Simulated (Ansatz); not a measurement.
# Where CCSD(T) holds and where it slips

Each species is computed at the geometry given (Å), with frozen cores, in Ansatz 0.2.0: RHF-CCSD(T) for singlets, UHF-CCSD(T) otherwise, and full CI in the same basis. The program picks the determinant by trial CCSD, so it needn't be the lowest Hartree–Fock solution. States: MgSi⁺ Π, Al2 Σg⁺ or Δg, [AlH2···H···H] A1, CO⁺ Σ⁺ or Δ. Cases whose determinant has another symmetry than full CI's state, or whose (Q) step broke down, weren't drawn.

**Question.** Judging by size, spin and bonding and the diagnostics given, rank them by the size of CCSD(T)'s error in total energy against full CI in the same basis, smallest first (an estimate).
A. Al₂, singlet, cc-pVDZ: Al 0.000 0.000 0.000; Al 0.000 0.000 3.753. T1 0.024, (T) -132 meV in a correlation energy of -3.43 eV
B. MgSi⁺, doublet, cc-pVDZ: Si 0.000 0.000 0.000; Mg 0.000 0.000 2.532. T1 0.109, (T) -96 meV in a correlation energy of -2.55 eV
C. CO⁺, sextet, 6-31G: O 0.000 0.000 0.000; C 0.000 0.000 1.308. T1 0.007, (T) -21 meV in a correlation energy of -2.11 eV
D. [AlH2···H···H], doublet, 6-31G: Al -0.111 0.000 0.000; H -0.904 1.373 0.000; H -0.904 -1.373 0.000; H 1.871 0.000 0.000; H 2.913 0.000 0.000. T1 0.021, (T) -22 meV in a correlation energy of -1.93 eV

**Answer.** C (4.4 meV), D (13.7 meV), B (49.2 meV), A (64.9 meV).

```tsv
species	basis	correlated electrons	CCSD(T) − full CI (meV)	CCSDT(Q) − full CI (meV)	unpaired electrons (full CI)	T1	⟨S²⟩ of the determinant
CO⁺, sextet	6-31G	9	4.4	-2.4	5.01	0.007	8.76
[AlH2···H···H], doublet	6-31G	7	13.7	0.4	1.03	0.021	0.80
MgSi⁺, doublet	cc-pVDZ	5	49.2	1.6	1.20	0.109	1.28
Al2, singlet	cc-pVDZ	6	64.9	5.5	0.53	0.024	0.00
```

Unpaired electrons are Σ n²(2−n)² over natural occupations; an open shell counts its own unpaired electrons too. Frozen cores follow each run's orbitals, which moves totals by a few meV.
